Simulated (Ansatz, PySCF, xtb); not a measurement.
Pair of molecules: CHN (SMILES C#N) (first 3 atoms) with CHN (SMILES C#N); geometry from A24 set.
(charge 0, multiplicity 1):
```xyz
6

H      0.000     0.000     3.855
C      0.000     0.000     2.786
N      0.000     0.000     1.632
H      0.000     0.000    -0.594
C      0.000     0.000    -1.668
N      0.000     0.000    -2.825
```

Interaction energies are E(AB) − E(A) − E(B) at the monomers' geometry in the complex; basis-set methods are counterpoise corrected. Rows marked so take none.

Rows in 3-21G carry no dispersion term and start afresh at each structure.

Programs: Ansatz (an electronic-structure program); PySCF for 3-21G rows, the dispersion terms; xtb for the GFN methods. Each number belongs to the level named beside it.

One of these levels gives -229.0 meV for the interaction energy. Which?
A. BHLYP-D3(BJ)/def2-TZVPPD
B. GFN-FF
C. HF/3-21G (no counterpoise)
D. B97M-V/def2-TZVPPD

A, BHLYP-D3(BJ)/def2-TZVPPD. The others give -167.5 (GFN-FF), -320.0 (HF/3-21G (no counterpoise)), -202.2 (B97M-V/def2-TZVPPD)
